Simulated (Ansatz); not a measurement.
System: fcc Au. Method: LDA (Ansatz, a quantum-chemistry and plane-wave program, PAW).

Settings: plane-wave cutoff 520 eV, 20×20×20 k mesh, Fermi–Dirac smearing 0.1 eV, perturbation theory, scalar-relativistic PAW data made under PBE.

The cell has the measured lattice parameters. Conventional cell: a = 4.0786 Å, b = 4.0786 Å, c = 4.0786 Å, α = 90.00°, β = 90.00°, γ = 90.00°.

Harmonic phonon frequencies (cm⁻¹; i marks an imaginary mode):

| q point | frequencies |
|---|---|
| X | 82 82 145 |
| L | … |
| W | 80 114 114 |

Problem. Complete the blanks.

Solution. 
- L, frequencies: 57 57 149

No imaginary mode appears at these points.

Note: the cell isn't this level's own, so it is under some stress, which shifts stiffness and frequencies.
